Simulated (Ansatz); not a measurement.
**SiNO+ (triplet): the correlation ladder, cc-pVDZ**

The task here is to estimate one member of a computed series from the others.

The runs use Ansatz 0.2.0, Gaussian basis; cc-pVDZ, core rule «outside noble gas», up to 7 orbitals frozen.

The runs, in order: UHF; CCSD(T) on ROHF; CCSD(T) on UHF; BCCD(T) on ROHF; CISD as a restricted active space (open shells left free, so some higher excitations enter); CCSDT(Q) on ROHF; CCSDT(Q) on UHF.

35 further runs of the same task are left out: 11 for a known fault of the program, 10 that didn't finish, 14 set aside as unsound or not needed. Runs told in other sessions of the task aren't counted.

### The geometry

The geometry is a PBE0/def2-TZVP stationary point (not a proven minimum) of the parent state, kept for this charge and spin.

3 atoms, charge 1, spin multiplicity 3.

Atoms are counted from 1 here; the program's logs count them from 0.

Bond lengths: N1–O2 1.289 Å, O2–Si3 1.710 Å. Angles: N1–O2–Si3 128.1°.

The first run:

Input file in.yaml:

```yaml
crystal:
  periodic: [false, false, false]
  atoms:
    - {symbol: N, position_ang: [0.000000, -0.294753, 1.597255]}
    - {symbol: O, position_ang: [0.000000, 0.427443, 0.529787]}
    - {symbol: Si, position_ang: [0.000000, -0.096502, -1.098380]}
basis:
  gaussian: {orbitals: cc-pVDZ}
total_charge: 1
magnetization: {spin_polarized: true, initial_magnetization: 2}
hamiltonian: {xc: hf}
output: {orbitals: {seedname: orbitals}}
```

Command:

```console
$ ansatz run in.yaml --threads 1 --pin off --events-out ev --progress --plain --max-ram 2393MiB
```

Among the steps run: UHF; CCSD(T) on ROHF; CCSD(T) on UHF; BCCD(T) on ROHF; CISD as a restricted active space (open shells left free, so some higher excitations enter); CCSDT(Q) on ROHF; CCSDT(Q) on UHF.

One of the session's tables, all rows but one given; the rest of the session is left out.

```
   method  from UCCSDT(Q) (kcal/mol)
     ROHF                    +248.03
      UHF                    +242.25
     RMP2                     +28.16
     UMP2                     +28.49
     CISD                     +33.83
    RCCSD                          ?
    UCCSD                     +10.02
 RCCSD(T)                      +2.01
 UCCSD(T)                      +2.00
  BCCD(T)                      +1.82
   RCCSDT                      +1.04
   UCCSDT                      +1.02
RCCSDT(Q)                      +0.33
UCCSDT(Q)                          0
```

Estimate the missing values for RCCSD.

As computed: from UCCSDT(Q) (kcal/mol): +10.12. In the column «from UCCSDT(Q) (kcal/mol)» it lies between UCCSD (+10.02) and RMP2 (+28.16).

Caveats from the session: Restricted and unrestricted rows rest on different reference determinants; a gap between their highest levels can come from leftover correlation error, from unlike frozen cores or from another state.
